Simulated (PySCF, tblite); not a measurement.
**C₅H₁₃P: geometry, infrared bands and NMR shifts**

Aim: predict the infrared bands and NMR shifts of C₅H₁₃P (`CC[C@@H](C)PC`).

Computed with tblite 0.8.0 and PySCF 2.14.0, with density-fitted response routines of our own, on a single molecule in the gas phase. Atoms are numbered from 0 throughout.

### Step 1. The starting structure

19 atoms, charge 0, multiplicity 1; geometry from: force field or distance geometry start.

Bonds of the start (Å): C0–C1 1.51, C1–C2 1.52, C2–C3 1.54, C2–P4 1.85, P4–C5 1.85, C0–H6 1.11, C0–H7 1.10, C0–H8 1.12, C1–H9 1.12, C1–H10 1.12, C2–H11 1.11, C3–H12 1.09, C3–H13 1.11, C3–H14 1.13, P4–H15 1.46, C5–H16 1.11, C5–H17 1.13, C5–H18 1.12.

### Step 2. Relaxing the molecule with GFN2-xTB

Job settings and geometry (Å):

```
{"job": {"kind": "relax", "xc": "GFN2-xTB", "basis": "xTB"}, "charge": 0, "multiplicity": 1}
C     -1.777900    -1.397600     0.522000
C     -1.584100     0.083500     0.295200
C     -0.199300     0.413600    -0.228300
C     -0.105600     1.934900    -0.423500
P      1.123400    -0.081400     0.965600
C      2.701300    -0.538500     0.106000
H     -2.722800    -1.685100     0.015600
H     -0.924000    -2.013900     0.198100
H     -1.872800    -1.566100     1.622100
H     -1.685600     0.624000     1.268500
H     -2.341300     0.510600    -0.407500
H     -0.026200    -0.021900    -1.234800
H     -0.666400     2.203800    -1.317800
H      0.969700     2.180000    -0.519600
H     -0.489900     2.463100     0.495300
H      0.583200    -1.177300     1.759500
H      2.474200    -1.016400    -0.866900
H      3.209900    -1.287300     0.777000
H      3.324400     0.381200    -0.003600
```

Started as:

```console
OMP_NUM_THREADS=1 python probes_run.py task.json out
```

One launch serves the whole session: the jobs run in the order shown.

**Question.** This job is followed by: GFN2-xTB harmonic vibrations, gas phase; GIAO PBE0/pcSseg-1 NMR shielding, non-relativistic, gas phase. Predict these results of the whole session: strongest single infrared mode (GFN2-xTB); zero-point energy (GFN2-xTB); 13C shifts against TMS (PBE0/pcSseg-1); 1H shifts against TMS (PBE0/pcSseg-1, means over atoms taken as alike); 31P shifts against H3PO4 (PBE0/pcSseg-1).

**Answer**, as computed:

```
                                                              quantity                                         value
                             strongest single infrared mode (GFN2-xTB)                         2247 cm⁻¹, 210 km/mol
                                          zero-point energy (GFN2-xTB)                                104.7 kcal/mol
                                13C shifts against TMS (PBE0/pcSseg-1)               38.1, 34.6, 21.4, 15.9, 7.0 ppm
1H shifts against TMS (PBE0/pcSseg-1, means over atoms taken as alike)  3.46, 1.72, 1.64, 1.27, 1.12, 1.06, 1.01 ppm
                              31P shifts against H3PO4 (PBE0/pcSseg-1)                                    -106.5 ppm
```

What this shows: Over 163 steps the energy fell by 1.075 eV; of the close pairs, P4–H15 changed most, 1.457 to 1.401 Å. No mode is imaginary among the 51: a minimum at this level. The strongest single mode, at 2247 cm⁻¹, moves mainly H15. Unscaled tight-binding wavenumbers are off by several per cent, some by more. Its intensities can rank the bands wrongly. At PBE0/pcSseg-1: The widest tensor belongs to P4: span 122 ppm, with a paramagnetic part of -543 ppm.
